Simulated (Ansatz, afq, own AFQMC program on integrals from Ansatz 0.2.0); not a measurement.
Where AFQMC and coupled cluster stand for BeLi⁻, singlet

```yaml
atoms:
  - { symbol: Li, position_ang: [0.0000, 0.0000, 0.0000] }
  - { symbol: Be, position_ang: [0.0000, 0.0000, 2.9360] }
```

Basis aug-cc-pVDZ. Noble-gas cores (and the filled d shells of Ga–Kr and In–Xe) are frozen. Ansatz 0.2.0 and our own AFQMC program on the same integrals; the CISD trial comes from CCSD amplitudes, and released means the phaseless constraint is let go. Error bars are statistical, one sigma.

Determinant: UHF, the one that the program's search chose, which needn't be the lowest solution. The geometry is a point of a scan.

Full CI on the same integrals is exact in this basis and with this determinant's frozen core.

Cautions: strong correlation (T1 0.111, weight of the determinant 0.75, largest double 0.10); unrestricted determinant spin contaminated (⟨S²⟩ 0.92 against 0.00).

* T1 diagnostic: 0.1107
* weight of the determinant in the CISD state: 0.751
* ⟨S²⟩ of the determinant: 0.920
* size of the correlated space: 4 electrons in 44 orbitals

```csv
level,correlation energy (eV)
MP2,-0.9331
CCSD,-1.5773
CCSD(T),-1.6633
```

(1) Estimate where phaseless AFQMC with the Hartree–Fock trial lies against CCSD(T) on the same integrals.

(1) 0.5 ± 2.9 kJ/mol above CCSD(T). The gap is under twice the noise, so this walk alone can't tell the two apart.

Reference: full CI, correlation energy -1.768 eV. The released energy is read at 2.40 1/Eh (meV from the phaseless value at times in 1/Eh: 3 ± 15 at 0.24, -6 ± 15 at 0.51, -6 ± 14 at 0.99, 1 ± 12 at 1.62, -10 ± 11 at 2.40). The cautions show a poor starting determinant, so the rows tell how each method copes with it here, and full CI is the sure value.

```tsv
level	E − E(reference) (kJ/mol)	share of correlation (%)
CCSD(T)	10.1	94.08
CCSDT	1.7	99.02
CCSDT(Q)	0.0	99.99
ph-AFQMC/HF	10.6 ± 2.9	93.79
ph-AFQMC/CISD	1.9 ± 1.6	98.88
released AFQMC	1.0 ± 1.1	99.42
```

CCSDT and higher add their correlation energy to the determinant of the CCSD(T) run, since their own runs factorise the integrals more tightly (a shift of under 2 meV). A walk keeps the symmetry of its determinant, which the program's search chose and which needn't be the lowest solution, so a lower state of the same spin and another symmetry isn't excluded. Released energies are given only where the last usable release times agree within the noise; a slower fall can still hide under it.
